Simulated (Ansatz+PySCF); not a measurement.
The numbers below are computed, except where a source is named.
# Several solutions for doublet LiH2O in separate pieces

```yaml
atoms:
  - { symbol: O, position_ang: [0.0000, 0.0000, -0.3906] }
  - { symbol: H, position_ang: [0.0000, 0.0000, 3.1246] }
  - { symbol: Li, position_ang: [30.0000, 0.0000, -1.4381] }
  - { symbol: H, position_ang: [30.0000, 0.0000, 4.3142] }
```

Basis set: 6-31G (spherical functions). Charge 0, multiplicity 2.

ROHF was run from several starts with Ansatz (development build ahead of 0.2.0) and PySCF 2.14.0.

| run | program | start | converged | energy (hartree) | <S²> |
| --- | --- | --- | --- | --- | --- |
| A | Ansatz | atomic start, no search | yes | -82.95848 | 0.75 |
| B | PySCF | guess 1e, instabilities followed | yes | -82.90964 | 0.75 |
| C | PySCF | program defaults | no | – | – |
| D | Ansatz | search for the lowest state | yes | -82.95853 | 0.75 |
| E | PySCF | guess atom, instabilities followed | yes | -82.94529 | 0.75 |
| F | Ansatz | stability test followed | yes | -82.95853 | 0.75 |
| G | PySCF | guess huckel, instabilities followed | yes | -82.90964 | 0.75 |
| H | PySCF | guess minao, instabilities followed | yes | -82.95853 | 0.75 |

Task: Which runs reached the lowest solution of this kind, and what is wrong with the others?

Result: A, D, F, H reached the lowest solution found or ended within 0.01 eV of it (a small difference can mark another solution nearby). Converged but too high: B by 1.33 eV, E by 0.36 eV, G by 1.33 eV. Convergence only shows a stationary point, and even a stable one can lie too high; stability tests and further starts are what find lower ones. Not converged: C. Caution: an unrestricted determinant lies well below (6.79 eV lower).
